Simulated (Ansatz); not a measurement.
# CHBSi+ (quartet): wave-function methods side by side, def2-TZVPP

An exercise on one series of results from a longer session: the logs are not shown, and one member is left open.

The runs use Ansatz 0.2.0, Gaussian basis; def2-TZVPP, core rule «outside noble gas», up to 7 orbitals frozen.

Plan: UHF; ROHF; CCSD(T) on UHF.

2 further runs of the same task are left out: 2 set aside as unsound or not needed.

## The geometry

The geometry is a PBE0/def2-TZVP stationary point (not a proven minimum) of the parent state, kept for this charge and spin.

4 atoms, charge 1, spin multiplicity 4.

Atoms are counted from 1 here; the program's logs count them from 0.

Bond lengths: C1–B2 1.396 Å, B2–Si3 1.912 Å, Si3–H4 1.520 Å. Angles: C1–B2–Si3 172.2°, B2–Si3–H4 92.7°.

The first run:

The input, in.yaml:

```yaml
crystal:
  periodic: [false, false, false]
  atoms:
    - {symbol: C, position_ang: [0.000000, 0.013962, 2.143144]}
    - {symbol: B, position_ang: [0.000000, 0.080821, 0.748773]}
    - {symbol: Si, position_ang: [0.000000, -0.087981, -1.155894]}
    - {symbol: H, position_ang: [0.000000, 1.418282, -1.360996]}
basis:
  gaussian: {orbitals: def2-TZVPP}
total_charge: 1
magnetization: {spin_polarized: true, initial_magnetization: 3}
hamiltonian: {xc: hf}
output: {orbitals: {seedname: orbitals}}
```

Command:

```bash
$ ansatz run in.yaml --threads 1 --pin off --events-out ev --progress --plain --max-ram 4096MiB --backend cpu
```

Among the steps run: UHF; ROHF; CCSD(T) on UHF.

One of the session's tables, all rows but one given; the rest of the session is left out.

```
  method  from UCCSD(T) (kcal/mol)
    ROHF                   +176.93
     UHF                   +170.98
    UMP2                    +41.28
   UCCSD                         ?
UCCSD(T)                         0
```

Q: Estimate the row for UCCSD from the others.

**Answer.** from UCCSD(T) (kcal/mol): +8.64. In the column «from UCCSD(T) (kcal/mol)» it lies between UCCSD(T) (0) and UMP2 (+41.28).

Limits of these values: The determinant is far from a pure spin state, so its energy mixes those of several spin states (harmless only where they are near-degenerate, as at dissociation).
